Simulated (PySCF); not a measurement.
n-PeOH, C5H12O.
Geometry (GFN2-xTB, Å), atoms numbered from 1 in this order:
```xyz
18
C5H12O angstrom
C      2.7416    0.1565    0.4140
C      1.4215    0.6208   -0.1894
C      0.2574   -0.2824    0.2129
C     -1.0627    0.1873   -0.3913
C     -2.2306   -0.7103    0.0180
O     -3.4529   -0.3105   -0.5559
H      2.9798   -0.8520    0.0834
H      2.6871    0.1568    1.5006
H      3.5512    0.8165    0.1114
H      1.2140    1.6423    0.1381
H      1.5061    0.6334   -1.2784
H      0.1710   -0.2973    1.3023
H      0.4606   -1.3038   -0.1159
H     -0.9900    0.1943   -1.4811
H     -1.2679    1.2115   -0.0641
H     -2.0645   -1.7309   -0.3344
H     -2.3118   -0.7345    1.1156
H     -3.6184    0.6085   -0.3173
```

Computed geometry: GFN2-xTB, gas phase.

Masses are those of the commonest isotopes; rigid-rotor values at the optimised geometry. The values belong to one conformer with, in the numbering `[CH3:1][CH2:2][CH2:3][CH2:4][CH2:5][OH:6]`, C1–C2–C3–C4 180°, C2–C3–C4–C5 180°, C3–C4–C5–O6 -179°, C4–C5–O6–H -56°.

Q: Give the principal moments of inertia and the rotational constants in MHz.

A: Ia = 32.32, Ib = 440.06, Ic = 455.62 u·Å²; 505379 MHz·u·Å²/I gives A = 15636, B = 1148, C = 1109 MHz.

Q: What kind of rotor is it?

A: A near-prolate asymmetric top. Ray's parameter κ = (2B − A − C)/(A − C) = -0.995; −1 is the prolate and +1 the oblate limit.

Q: What does the inertial defect say?

A: Not planar: Δ = Ic − Ia − Ib = -16.76 u·Å². For a rigid frame Δ = −2 Σ m c², so Σ m c² = 8.38 u·Å² lies off the ab plane: 8.34 from hydrogen and 0.04 from heavier atoms. The atom farthest from that plane is 0.92 Å away.

Q: Where do the levels up to J = 2 lie, in MHz?

A: Above 0(0,0):
J = 1: 1(0,1) 2258, 1(1,1) 16745, 1(1,0) 16784
J = 2: 2(0,2) 6773, 2(1,2) 21221, 2(1,1) 21338, 2(2,1) 64800, 2(2,0) 64800
The levels of one J sum to (2J + 1)J(J + 1)(A + B + C)/3.

Whether it is a minimum is left open (no frequencies). Zero-point vibration and centrifugal distortion are left out.
